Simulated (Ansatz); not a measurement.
`[MgH][Cl]` + CH₃OH → `C[O][MgH]` + HCl at 400 K and 1 bar (ligand exchange at a Mg–Cl bond).

Program: Ansatz. Geometries: PBE0-D4/def2-TZVP. ΔE: electronic, gas phase. CCSD(T)/CBS is the MP2 limit (def2-TZVPP, def2-QZVPP) plus CCSD(T) − MP2 in def2-TZVPP, frozen cores. This one scheme is used for every species. For Mg outer-core shells are correlated without core-valence functions, which leaves a few kJ/mol of doubt a bond.

```
    species  CCSD(T)/CBS energy (Eh)  H − E (kJ/mol)  S (J/(mol·K))
`[MgH][Cl]`               -660.33122            33.1          254.6
      CH₃OH               -115.61712           151.2          252.6
`C[O][MgH]`               -315.53638           145.2          306.5
        HCl               -460.38127            29.6          195.4
```

H − E and S are ideal-gas, rigid-rotor, harmonic terms from PBE0-D4/def2-TZVP. 1 Eh = 2625.50 kJ/mol, R = 8.31446 J/(mol·K).

**Question.** By hand: ΔE, ΔH, ΔS and ΔG.

**Answer.** ΔE = (-315.53638) + (-460.38127) − (-660.33122) − (-115.61712) = 0.03069 Eh = 80.6 kJ/mol. Δ(H − E) = 145.2 + 29.6 − 33.1 − 151.2 = -9.5, so ΔH = 71.1 kJ/mol. ΔS = 306.5 + 195.4 − 254.6 − 252.6 = -5.3 J/(mol·K). ΔG = 71.1 − 400 × (-5.3)/1000 = 73.2 kJ/mol.

**Question.** By hand: the equilibrium constant, and the temperature at which ΔG would vanish if ΔH and ΔS stayed fixed.

**Answer.** log₁₀ K = −ΔG/(RT ln 10) = -9.6. ΔH and −TΔS have one sign here, so there is no such temperature. One of them is within its doubt of zero, so this could turn.

The number of gas molecules stays the same, so ΔS is small and ΔH decides. A doubt of 5 kJ/mol in ΔE shifts log₁₀ K by 0.7 here. These are equilibria of isolated gas molecules and say nothing of rates. Largest T1 diagnostic: 0.011 (customary marks: 0.02 for closed shells, 0.045 for open ones).
